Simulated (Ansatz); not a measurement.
# CO (triplet): wB97M-V, B2PLYP over a scan of the distance O1–C2, 6-31G

How well do these functionals follow the top wave-function level for CO (triplet) over a scan of the distance O1–C2?

Program: Ansatz 0.2.0, Gaussian basis. Level of theory: 6-31G, all electrons in the functionals, frozen cores in the correlation of double hybrids and RPA. These are calculated values, not measurements.

To be run: wB97M-V, B2PLYP, at 0.935 Å; 1.082 Å; 1.196 Å; 1.294 Å; 1.448 Å; 1.617 Å; 1.890 Å; 2.243 Å; 2.599 Å; 3.222 Å; 4.031 Å.

22 further runs of the same task are left out: 1 for a known fault of the program, 16 that didn't finish, 5 set aside as unsound or not needed. Runs told in other sessions of the task aren't counted.

## 1. The geometry

The geometry derives from a PBE0/def2-TZVP stationary point (not a proven minimum). One bond is set to the value named and the two fragments are kept rigid.

2 atoms, charge 0, spin multiplicity 3.

Atoms are counted from 1 here; the program's logs count them from 0.

Bond lengths: O1–C2 1.196 Å.

No dispersion term is added; wB97M-V holds VV10 nonlocal correlation.

The geometry shown and the zero of energy belong to the point 1.196 Å. The yardstick, FCI, and other wave-function levels (R restricted, U unrestricted, valence and pair active spaces) come from earlier runs.

## 2. wB97M-V, 0.935 Å

Input file in.yaml:

```yaml
crystal:
  periodic: [false, false, false]
  atoms:
    - {symbol: O, position_ang: [0.000000, 0.000000, 0.000000]}
    - {symbol: C, position_ang: [0.000000, 0.000000, 0.935000]}
basis:
  gaussian: {orbitals: 6-31G}
magnetization: {spin_polarized: true, initial_magnetization: 2}
hamiltonian: {xc: {name: wB97M-V}}
output: {orbitals: {seedname: orbitals}}
```

Run with:

```console
ansatz run in.yaml --threads 1 --pin off --events-out ev --progress --plain --max-ram 2393MiB
```

After this run come: wB97M-V, 1.082 Å; wB97M-V, 1.196 Å; wB97M-V, 1.294 Å; wB97M-V, 1.448 Å; wB97M-V, 1.617 Å; wB97M-V, 1.890 Å; wB97M-V, 2.243 Å; wB97M-V, 2.599 Å; wB97M-V, 3.222 Å; wB97M-V, 4.031 Å; B2PLYP, 0.935 Å; B2PLYP, 1.082 Å; B2PLYP, 1.196 Å; B2PLYP, 1.294 Å; B2PLYP, 1.448 Å; B2PLYP, 1.617 Å; B2PLYP, 1.890 Å; B2PLYP, 2.243 Å; B2PLYP, 2.599 Å; B2PLYP, 3.222 Å; B2PLYP, 4.031 Å.

**Question.** What will the summary of the whole plan be? Wanted: span of the FCI curve; largest miss, wB97M-V; largest miss, B2PLYP.

As calculated:

```
             quantity                value
span of the FCI curve             7.643 eV
largest miss, wB97M-V  +1.223 eV (4.031 Å)
 largest miss, B2PLYP  +1.110 eV (2.243 Å)
```

What this shows: Of the functionals, B2PLYP keep the smallest largest miss at the points compared (at most 1.110 eV) and wB97M-V strays most (1.223 eV, at 4.031 Å). wB97M-V, B2PLYP clearly break the spin symmetry at some points (⟨S²⟩ up to 1.00 above the pure value), so energy there is bought with a mixed spin. Functionals and the yardstick converge differently with the basis, so part of each miss in 6-31G is the basis.
